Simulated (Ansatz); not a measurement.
# CNO, SMILES [N]=C=O: a ladder of basis sets

Program: the Python package of Ansatz (0.2.0).

Run as a notebook:

**Cell 1**
```python
import ansatz
```

**Cell 2**
```python
SETTINGS = {
    "xc": "b3lyp",
}
```

**Cell 3**
```python
geometry = (
    ansatz.Crystal.molecule()
    .atom("N", (0.95407, 0.41695, 0.57078))
    .atom("C", (-0.01018, -0.00443, -0.00609))
    .atom("O", (-0.94389, -0.41252, -0.56469))
)
```

**Cell 4**
```python
base = geometry.calculation().functional(SETTINGS["xc"]).spin("collinear", total=1)

energies = {}
for basis in ["STO-3G", "6-31G", "6-31G*", "def2-SVP", "def2-SVPD", "def2-TZVP", "def2-TZVPP"]:
    r = base.basis(gaussian=basis).run(threads=1, pin="off").report
    size = r["n_frozen"] + r["n_occupied"][0] + r["n_virtual"][0]
    energies[basis] = (r["reference_energy_ev"] / 27.211386246, r["free_energy_ev"] / 27.211386246)
    print(f"{basis:14s} {size:4d} orbitals  reference {energies[basis][0]:14.6f} Ha  total {energies[basis][1]:14.6f} Ha")
```
Output:
```text
STO-3G           15 orbitals  reference    -165.720936 Ha  total    -165.720936 Ha
6-31G            27 orbitals  reference    -167.928912 Ha  total    -167.928912 Ha
6-31G*           45 orbitals  reference    -167.998480 Ha  total    -167.998480 Ha
def2-SVP         42 orbitals  reference    -167.871941 Ha  total    -167.871941 Ha
def2-SVPD        63 orbitals  reference    -167.883405 Ha  total    -167.883405 Ha
def2-TZVP        93 orbitals  reference    -168.073496 Ha  total    -168.073496 Ha
def2-TZVPP       93 orbitals  reference    -168.073496 Ha  total    -168.073496 Ha
```

**Cell 5**
```python
last = energies["def2-TZVPP"][1]
for basis, (_, total) in energies.items():
    print(f"{basis:14s} lies {27.211386 * (total - last):9.4f} eV above def2-TZVPP")
```
Output:
```text
STO-3G         lies   64.0164 eV above def2-TZVPP
6-31G          lies    3.9343 eV above def2-TZVPP
6-31G*         lies    2.0413 eV above def2-TZVPP
def2-SVP       lies    5.4846 eV above def2-TZVPP
def2-SVPD      lies    5.1726 eV above def2-TZVPP
def2-TZVP      lies    0.0000 eV above def2-TZVPP
def2-TZVPP     lies    0.0000 eV above def2-TZVPP
```

Against STO-3G: 6-31G -2208.0 mHa, 6-31G* -2277.5 mHa, def2-SVP -2151.0 mHa, def2-SVPD -2162.5 mHa, def2-TZVP -2352.6 mHa and def2-TZVPP -2352.6 mHa. The last step alone is +0.00 mHa (these two sets differ little on atoms other than hydrogen). From the first set to the last the time grows from 2.4 to 14.4 s.

Notes:
- The drop along the ladder measures the basis error, and is no property of the molecule.
- The geometry is a force-field or estimated start, not a minimum of this method, and the last set is no limit. Much of the fall in a total is atomic energy, which cancels in bond and reaction energies.
- The run takes the species as open-shell (spin multiplicity 2), which needn't be its ground state.
- b3lyp holds the VWN-RPA fit, as in Gaussian; the form of ORCA and Turbomole is b3lyp5.
- Totals across families of basis sets mostly measure their core functions.
- It ran for 61 s on 1 thread of Intel(R) Xeon(R) Platinum 8259CL CPU @ 2.50GHz (Skylake/Cascade Lake) (shared host), peak memory 0.25 GiB.
